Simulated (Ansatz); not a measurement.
Species: C₂H₃O₂, charge -1, multiplicity 1. It need not be the lowest isomer of its formula. Whether it binds its extra electron was not tested at this geometry. 
Coordinates optimised at B3LYP-D3(BJ)/def2-TZVP (Ansatz, an electronic-structure program):
```xyz
7

C      0.1085     0.0550    -0.0525
O      0.2233     1.2137    -0.5186
O     -1.2014    -0.2534     0.4485
H     -1.6558     0.5804     0.2714
C      1.0129    -0.9737     0.0648
H      0.7278    -1.9201     0.5019
H      2.0248    -0.8310    -0.2866
```
Charge -1, spin multiplicity 1.

Parts of the frozen-core correlation energy in 6-31G (Ansatz, hartree). Frozen orbitals: 4; correlated occupied orbitals by spin: 12 and 12; virtual: 26 and 26. No spin-orbit coupling. No relativistic terms.

```tsv
term	value
reference (HF)	-227.08037
MP2 opposite-spin	-0.31489
MP2 same-spin	-0.10782
CCSD correlation	-0.43786
(T)	-0.01242
T1 diagnostic	0.015
largest doubles amplitude	0.091
```
